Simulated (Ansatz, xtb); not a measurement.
## Ranking isomers of CH2N

3 gas-phase structures of CH2N, found in a search over its isomers (lower ones may exist). Each was relaxed with GFN2-xTB:

A. `[H]/[C]=N/[H]`, a doublet
B. `[H]/[C]=N\[H]`, a doublet
C. `C=[N]`, a doublet

Q: Which do you expect lowest at r2SCAN-D4/def2-SVP, and how would the others follow?

A: Calculated order at r2SCAN-D4/def2-SVP: C (0.000), A (0.326), B (0.568) eV.

Energies above the lowest of each column, in eV; the last columns are at B3LYP-D4/def2-TZVP geometries:

| structure | GFN2-xTB | HF/STO-3G | r2SCAN-D4/def2-SVP | B3LYP-D4/def2-TZVP | CCSD(T)/def2-TZVPP |
| --- | --- | --- | --- | --- | --- |
| C | 0.000 | 0.000 | 0.000 | 0.000 | 0.000 |
| A | 0.123 | 1.405 | 0.326 | 0.345 | 0.353 |
| B | 0.298 | 1.729 | 0.568 | 0.545 | 0.576 |

Every level run on C puts it lowest or level with the lowest. Open shells are spin-unrestricted, some with notable spin contamination.

Programs: Ansatz 0.2.0, xtb 6.7.1.
